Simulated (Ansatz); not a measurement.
## Band transport in Zr₃O

Level of theory: Ansatz, DFT PBEsol, scalar-relativistic, plane waves, PAW. Settings: 420 eV plane-wave cutoff, Γ-centred 6×6×8 mesh, Fermi-Dirac smearing of 0.15 eV. No spin polarisation.

Relaxed structure:
```
Zr O
1.0
     5.58350    0.00000    0.00000
    -2.79175    4.83545    0.00000
     0.00000    0.00000    5.16820
Zr O
6 2
Direct
  0.34059 0.00000 0.00000
  0.34059 0.34059 0.50000
  0.00000 0.34059 0.00000
  0.65941 0.00000 0.50000
  0.65941 0.65941 0.00000
  0.00000 0.65941 0.50000
  0.33333 0.66667 0.25000
  0.66667 0.33333 0.75000
```

In a metal these results depend on the k mesh and the smearing. A semilocal functional can close a gap that the real compound has.

Constant relaxation time and rigid bands. The levels are interpolated over the whole zone and filled by a Fermi function at the stated temperature, with the chemical potential set by the electron count. Seebeck coefficients of a few μV/K are small differences and uncertain even in sign.

Question: Give the Drude plasma energies, the density of states at the chemical potential and σ/τ at 300 K.

Answer:
```
Plasma energy xx, yy, zz                : 1.95, 1.95, 3.33 eV
Density of states (thermally broadened) : 7.07 states/eV/cell
Conductivity over τ, xx, yy, zz         : 0.8, 0.8, 2.3 ×10²⁰ (Ω·m·s)⁻¹
```

Question: And the Seebeck coefficient (μV/K)?

Answer:
| T (K) | Sxx | Syy | Szz |
| --- | --- | --- | --- |
| 300 | 8.4 | 8.4 | -60.2 |
| 600 | 14.0 | 14.0 | -69.5 |
| 900 | 17.8 | 17.8 | -67.7 |

Cost: 1 run of about 57 core-minutes, on Arm Neoverse V2 (shared hosts).